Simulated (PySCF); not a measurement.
# Where the electron goes

Carbonyl fluoride, CF₂O.
Geometry (PBE0-D3(BJ)/def2-TZVP, Å), atoms numbered from 1 in this order:
```
atom  x, y, z in Å
O1    -0.336    1.058    0.787
C2    -0.053    0.026    0.317
F3     0.964   -0.724    0.658
F4    -0.697   -0.585   -0.645
```

Computed with PySCF, TDDFT CAM-B3LYP/aug-cc-pVTZ, vertical, gas phase, core orbitals frozen in the response. Isolated species at its PBE0-D3(BJ)/def2-TZVP geometry, gas phase.

Kohn–Sham orbitals with the atoms that hold most of them (Löwdin shares over 4%, at most four atoms; ? is withheld):

```json
{"orbital": "HOMO-3", "ε (eV)": "-15.30", "atoms": "O1 47%, F3 22%, F4 22%, C2 9%"}
{"orbital": "HOMO-2", "ε (eV)": "-14.94", "atoms": "F4 44%, F3 44%, C2 8%"}
{"orbital": "HOMO-1", "ε (eV)": "-13.15", "atoms": "O1 54%, C2 21%, F4 13%, F3 13%"}
{"orbital": "HOMO", "ε (eV)": "-11.99", "atoms": "?"}
{"orbital": "LUMO", "ε (eV)": "0.43", "atoms": "?"}
{"orbital": "LUMO+1", "ε (eV)": "0.71", "atoms": "C2 44%, O1 33%, F3 11%, F4 11%"}
{"orbital": "LUMO+2", "ε (eV)": "1.46", "atoms": "C2 81%, O1 7%, F3 6%, F4 6%"}
```

**Question.** Give the leading atoms of the HOMO.

**Answer.** O1 (bonded to C) 67%; C2 (bonded to 2 F and O) 17%; F4 (bonded to C) 8%; F3 (bonded to C) 8%. By element: oxygen 67%, carbon 17%, fluorine 16%.

**Question.** Which atoms hold the LUMO, and with what shares?

**Answer.** C2 (bonded to 2 F and O) 76%; F3 (bonded to C) 8%; F4 (bonded to C) 8%; O1 (bonded to C) 7%. By element: carbon 76%, fluorine 16%, oxygen 7%.

**Question.** The HOMO–LUMO gap is 12.43 eV. Where does the response calculation put the lowest singlet, and from which orbitals?

**Answer.** S1 is at 7.18 eV (f = 0.0000), 5.24 eV below the gap, made of HOMO→LUMO+1 (99%). Its leading pair isn't HOMO and LUMO; the energies of that pair differ by 12.71 eV. Without the coupling terms of the response equations the lowest excitation would equal the gap.

**Question.** Give energy, strength and leading configuration of S1, S2, S3, S4 and S6, and follow the Löwdin shares of the leading atoms from the occupied to the empty orbital.

**Answer.** 
- S1 (7.18 eV, f 0.0000), HOMO→LUMO+1 (99%): O1 67% → 33%, C2 17% → 44%
- S2 (8.99 eV, f 0.033), HOMO→LUMO (91%): O1 67% → 7%, C2 17% → 76%, F3 8% → 8%
- S3 (10.08 eV, f 0.0086), HOMO-1→LUMO (91%): O1 54% → 7%, C2 21% → 76%, F3 13% → 8%
- S4 (10.11 eV, f 0.149), HOMO-1→LUMO+1 (78%): O1 54% → 33%, C2 21% → 44%
- S6 (10.67 eV, f 0.0000), HOMO-2→LUMO+1 (98%): F4 44% → 11%, F3 44% → 11%, C2 8% → 44%, O1 at most 4% → 33%

Löwdin shares depend on the basis, the more so with diffuse functions.

The run took 9.2 s of wall time on one thread, Arm Neoverse V2 (aarch64), on a shared host, and the process peaked at 0.63 GiB of memory.
